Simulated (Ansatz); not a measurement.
Density of states of Li5NbO5 (C2/c, a = 5.653 Å, b = 9.192 Å, c = 8.945 Å, α = 90.00°, β = 104.45°, γ = 90.00°), in states per eV and primitive cell, averaged over bins of 0.3 eV. All numbers below come from DFT PBEsol, scalar-relativistic, plane waves, PAW in Ansatz.

Plane waves to 420 eV, a k mesh through Γ of 6×6×4 on the computed 22-atom cell and Gaussian smearing (0.02 eV); no spin polarisation.

The cell is relaxed at this level. The states (both spins) are summed by tetrahedra on a 9×9×6 mesh at the self-consistent density. Energies are bin centres; the table starts no lower than −8 eV and ends at 6 eV, or lower where the solved bands end.

The gap is 3.95 eV at this level, with the zero inside it.

```csv
E − E_F (eV),total,O 2p,Nb 4d,Li 2s,O 2s
-5.80,15.77,10.70,3.76,0.96,0.06
-5.50,18.58,12.88,4.39,0.78,0.15
-5.20,16.34,11.49,3.86,0.45,0.21
-4.90,15.43,10.95,3.59,0.24,0.32
-4.60,9.72,7.95,0.83,0.17,0.19
-4.30,8.26,7.12,0.37,0.19,0.12
-4.00,12.93,11.35,0.45,0.34,0.19
-3.70,14.82,13.32,0.34,0.40,0.18
-3.40,13.56,12.46,0.22,0.32,0.11
-3.10,18.21,17.01,0.24,0.37,0.09
-2.80,17.47,16.50,0.18,0.26,0.08
-2.50,17.85,17.05,0.15,0.16,0.07
-2.20,18.93,18.31,0.10,0.10,0.04
-1.90,2.12,2.07,0.01,0.01,0.00
-1.60,0.00,0.00,0.00,0.00,0.00
-1.30,0.00,0.00,0.00,0.00,0.00
-1.00,0.00,0.00,0.00,0.00,0.00
-0.70,0.00,0.00,0.00,0.00,0.00
-0.40,0.00,0.00,0.00,0.00,0.00
-0.10,0.00,0.00,0.00,0.00,0.00
0.20,0.00,0.00,0.00,0.00,0.00
0.50,0.00,0.00,0.00,0.00,0.00
0.80,0.00,0.00,0.00,0.00,0.00
1.10,0.00,0.00,0.00,0.00,0.00
1.40,0.00,0.00,0.00,0.00,0.00
1.70,0.00,0.00,0.00,0.00,0.00
2.00,0.22,0.02,0.05,0.07,0.04
2.30,8.97,1.99,5.35,0.81,0.23
2.60,18.49,4.80,11.62,0.99,0.26
2.90,3.55,0.77,1.11,0.74,0.23
3.20,7.09,1.65,1.97,1.70,0.32
3.50,7.88,2.26,4.00,0.56,0.17
3.80,7.13,2.03,4.00,0.26,0.20
4.10,0.44,0.07,0.17,0.08,0.05
4.40,4.59,0.90,1.62,0.85,0.43
4.70,5.96,1.07,1.91,1.25,0.47
5.00,2.41,0.36,0.74,0.61,0.17
5.30,2.72,0.25,0.47,1.02,0.24
5.60,4.45,0.38,0.91,1.35,0.38
```

The columns after the total are the main Löwdin projections on the occupied valence shells of the potentials; 4 others are left out. The rest of the total lies in those, in shells that are empty in the free atom, which aren't projected, and between the atoms.

Whether Li5NbO5 exists in this form wasn't checked.

Cost: 1 run of about 2.9 core-minutes, on Intel Xeon 6975P-C (Granite Rapids) (shared hosts).